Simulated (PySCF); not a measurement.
Isomers of C4H7N, one GFN2-xTB conformer each. Single-point energies are computed at PBE0/pcSseg-1 (PySCF, gas phase, no added dispersion term), electronic only.

| SMILES | GFN2-xTB relative energy (kcal/mol) |
| --- | --- |
| C=NC1CC1 | 13.5 |
| [C-]#[N+]C(C)C | 20.9 |
| CCCC#N | 0.4 |
| CC(C)C#N | 0.0 |
| [H]/N=C\CC=C | 22.0 |
| N=C1CCC1 | 3.9 |
| [C-]#[N+]CCC | 22.6 |
| C#CCNC | 32.3 |
| C=C1C[C@@H]1N | 31.0 |

Conformers: `[CH2:1]=[N:2][CH:3]1[CH2:4][CH2:5]1` with C1–N2–C3–C4 -146°; `[CH3:1][CH2:2][CH2:3][C:4]#[N:5]` with C1–C2–C3–C4 -64°; `[H]/[N:5]=[CH:4]\[CH2:3][CH:2]=[CH2:1]` with C1–C2–C3–C4 105°, C2–C3–C4–N5 118°; `[C-:1]#[N+:2][CH2:3][CH2:4][CH3:5]` with N2–C3–C4–C5 -66°; `[CH:1]#[C:2][CH2:3][NH:4][CH3:5]` with C2–C3–N4–C5 65°; `[CH2:1]=[C:2]1[CH2:3][C@@H:4]1[NH2:5]` with C3–C4–N5–H -148° and 92°.

Problem. What does PBE0/pcSseg-1 give for the same structures?

Solution. 
```csv
SMILES,PBE0/pcSseg-1 E (Eh),PBE0/pcSseg-1 (kcal/mol),GFN2-xTB (kcal/mol),point group
CC(C)C#N,-211.09589,0.0,0.0,Cs
CCCC#N,-211.09544,0.3,0.4,C1
N=C1CCC1,-211.06581,18.9,3.9,Cs
[C-]#[N+]C(C)C,-211.06408,20.0,20.9,Cs
[C-]#[N+]CCC,-211.06131,21.7,22.6,C1
[H]/N=C\CC=C,-211.05649,24.7,22.0,C1
C=NC1CC1,-211.04917,29.3,13.5,Cs
C=C1C[C@@H]1N,-211.03130,40.5,31.0,C1
C#CCNC,-211.01821,48.7,32.3,C1
```

Both levels put the same isomer lowest; measured from each level's own lowest isomer, the values differ by up to 16.4 kcal/mol (C#CCNC: 32.3 against 48.7). As drawn, the lowest has a C≡N group, which the highest lacks; the highest has a C≡C bond and an N–H bond, which the lowest lacks. Neighbours under 2.5 kcal/mol apart (CC(C)C#N and CCCC#N; N=C1CCC1 and [C-]#[N+]C(C)C; [C-]#[N+]C(C)C and [C-]#[N+]CCC) can change places with a better method, another conformer or zero-point energy.

Problem. Which frontier levels, dipoles and rotational constants go with these structures?

Solution. 
| SMILES | HOMO (eV, PBE0/pcSseg-1) | LUMO (eV) | dipole (D) | A, B, C (MHz) |
| --- | --- | --- | --- | --- |
| CC(C)C#N | -9.30 | 0.70 | 4.05 | 7997, 4082, 2976 |
| CCCC#N | -9.32 | 0.66 | 4.00 | 10244, 3330, 2774 |
| N=C1CCC1 | -7.09 | 0.00 | 2.22 | 10983, 4803, 3564 |
| [C-]#[N+]C(C)C | -8.47 | 0.77 | 3.89 | 8014, 4412, 3151 |
| [C-]#[N+]CCC | -8.53 | 0.74 | 3.81 | 10517, 3482, 2905 |
| [H]/N=C\CC=C | -7.21 | -0.43 | 2.25 | 18563, 2514, 2475 |
| C=NC1CC1 | -7.26 | -0.10 | 1.34 | 16116, 3381, 3208 |
| C=C1C[C@@H]1N | -6.87 | 0.19 | 1.40 | 9750, 4182, 3262 |
| C#CCNC | -6.66 | 1.00 | 0.65 | 10852, 3325, 2800 |

Problem. As an exercise, what shares would exp(−E/RT) give at 2000 K from these electronic energies alone (no entropy, no degeneracies)?

Solution. RT = 3.974 kcal/mol: CC(C)C#N 51.2 %, CCCC#N 47.7 %, N=C1CCC1 0.4 %, [C-]#[N+]C(C)C 0.3 %, [C-]#[N+]CCC 0.2 %, [H]/N=C\CC=C 0.1 %, C=NC1CC1 under 0.1 %, C=C1C[C@@H]1N under 0.1 %, C#CCNC under 0.1 %.
